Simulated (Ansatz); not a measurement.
Reading a saddle point

A first-order saddle point of C$_{2}$H$_{7}$S, doublet, PBE0-D4/def2-TZVP, with one imaginary mode of 458i cm⁻¹:

```
10
angstrom
H -0.8918 -0.4411 0.4654
C 0.1265 0.7329 0.1198
C 1.1264 0.0259 -0.7204
S -1.7909 -1.5374 0.7526
H -0.5749 1.4054 -0.3647
H 0.3995 1.0014 1.1357
H 1.9152 0.7163 -1.0495
H 1.6170 -0.7812 -0.1718
H 0.6727 -0.3933 -1.6213
H -2.5995 -0.7288 1.4542
```

Program: Ansatz 0.2.0. Basis: def2-TZVPP and def2-QZVPP. Cores are frozen in the correlated methods; orbitals are unrestricted. Extrapolation: Hartree–Fock as exp(−7.88 √X), correlation as X^−2.97.

Problem. Which contacts change along the imaginary mode, and what lies on either side? (A judgement: the text doesn't fix the answer.)

Solution. By the calculation: The step is C₂H₆ (CC) + HS → C₂H₅ ([CH2][CH3]) + H₂S, with the molecules in contact on both sides. Shortening one way: H1–S4; lengthening the same way: H1–C2.
| pair | one side (Å) | saddle (Å) | other side (Å) |
| --- | --- | --- | --- |
| H1–S4 | 3.34 | 1.45 | 1.35 |
| H1–C2 | 1.09 | 1.59 | 2.26 |

Problem. Which side is lower, and how far does the saddle lie above each? (Judge from chemistry; the value comes from the calculation.)

Solution. By the calculation: The side with H1–C2 short is lower by 12.36 kcal/mol; the saddle lies 16.31 kcal/mol above it and 3.95 kcal/mol above the other (CCSD(T) at an estimated basis limit (MP2 extrapolated from triple and quadruple zeta, plus CCSD(T) − MP2 in triple zeta); electronic energies).

The T1 diagnostic stays at or below 0.014. ⟨S²⟩ of the unrestricted Hartree–Fock references: 0.76 to 0.78 (a pure state has 0.75).

Labels in which every atom is bracketed show which atoms are joined, not bond orders.

For scale, one of the runs: CCSD(T)/def2-TZVPP, 202 basis functions, launched by `ansatz run in.yaml --threads 4 --pin off --events-out ev --progress --plain --max-ram 9574MiB`. Time: 2.3 min of wall clock on 4 CPU threads of an Arm Neoverse V1; the host was shared. Peak host memory: 6.5 GiB.
